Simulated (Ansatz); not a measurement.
Cost and result for the atomization energy of C₂H₄FNO (`NC1(F)CO1`) (9 atoms, 9 bonds).

```xyz
9

N     0.9554    0.6370    0.7757
C    -0.2480    0.0667    0.3426
F    -1.0715   -0.1005    1.4003
C    -0.3879   -0.8274   -0.7855
O    -0.9142    0.5200   -0.7919
H     1.5763    0.8090   -0.0025
H     0.7808    1.5073    1.2640
H    -1.1395   -1.6105   -0.7445
H     0.4486   -1.0016   -1.4581
```

Total charge 0; spin multiplicity 1. The geometry is a stationary point of PBE0-D4/def2-TZVP. It is one conformer, not always the lowest. Program: Ansatz. Hardware: A = 2 threads of an AMD EPYC 7R13 on a shared host; B = 2 threads of an AMD EPYC 7R13 on a shared host and a share of an NVIDIA H100 80 GB. Times are those of one run each, without the atoms' runs, and a repeat can differ threefold. Electronic energies, without spin–orbit coupling; frozen cores. CCSD(T)/CBS extrapolates def2-TZVPP and def2-QZVPP, and its time is that of the two runs behind it. T1 = 0.012. B3LYP takes the VWN-RPA correlation (the form of Gaussian; ORCA's B3LYP/G).

CCSD(T)/CBS is a level of theory with its own doubt, some kJ/mol a heavy atom from the limit and from the frozen cores, so smaller differences don't rank the functionals.

| level | functions | wall time |
| --- | --- | --- |
| PBE-D4/def2-TZVPP (with forces) [A] | 211 | 2.7 s |
| PBE0-D4/def2-TZVPP [A] | 211 | 3.1 s |
| B3LYP-D4/def2-TZVPP (with forces) [A] | 211 | 4 s |
| r2SCAN-D4/def2-TZVPP (with forces) [A] | 211 | 4.8 s |
| B2PLYP/def2-TZVPP [A] | 211 | 5.5 s |
| CCSD(T)/def2-TZVPP [B] | 211 | 7 s |
| ωB97X-V/def2-TZVPP [A] | 211 | 7.5 s |
| ωB97M-V/def2-TZVPP (with forces) [A] | 211 | 9.5 s |
| CCSD(T)/def2-QZVPP [B] | 405 | 23 s |
| CCSD(T)/CBS(def2) | – | 30 s |

(1) What atomization energy does each give, and how far from CCSD(T)/CBS? (Estimate.)

Results:

(1) The calculation gave: 
```
                                 level  atomization (kcal/mol)  difference from CCSD(T)/CBS  per bond
   PBE-D4/def2-TZVPP (with forces) [A]                   878.3                         39.2       4.4
                PBE0-D4/def2-TZVPP [A]                   848.9                          9.8       1.1
 B3LYP-D4/def2-TZVPP (with forces) [A]                   840.5                          1.4       0.2
r2SCAN-D4/def2-TZVPP (with forces) [A]                   844.5                          5.4       0.6
                 B2PLYP/def2-TZVPP [A]                   832.3                         -6.8      -0.8
                CCSD(T)/def2-TZVPP [B]                   814.1                        -25.0      -2.8
                ωB97X-V/def2-TZVPP [A]                   846.6                          7.5       0.8
  ωB97M-V/def2-TZVPP (with forces) [A]                   846.4                          7.3       0.8
                CCSD(T)/def2-QZVPP [B]                   828.9                        -10.2      -1.1
                     CCSD(T)/CBS(def2)                   839.1                          0.0       0.0
```

The D4 term adds +5.1 kcal/mol with B3LYP and +2.6 kcal/mol with PBE0; it sums over pairs of atoms, weighted by their polarisabilities, and B3LYP, whose exchange is more repulsive, gets the larger term. In def2-TZVPP, CCSD(T) changes the Hartree–Fock value by +257.9 kcal/mol (the triples alone add +17.4 kcal/mol) and MP2 by +283.4 kcal/mol; breaking electron pairs costs correlation energy, which Hartree–Fock lacks. From PBE to PBE0 (25 % exact exchange), in def2-TZVPP and without D4, the atomization energy moves by −28.9 kcal/mol: exact exchange takes away binding that semilocal exchange gives to molecules.
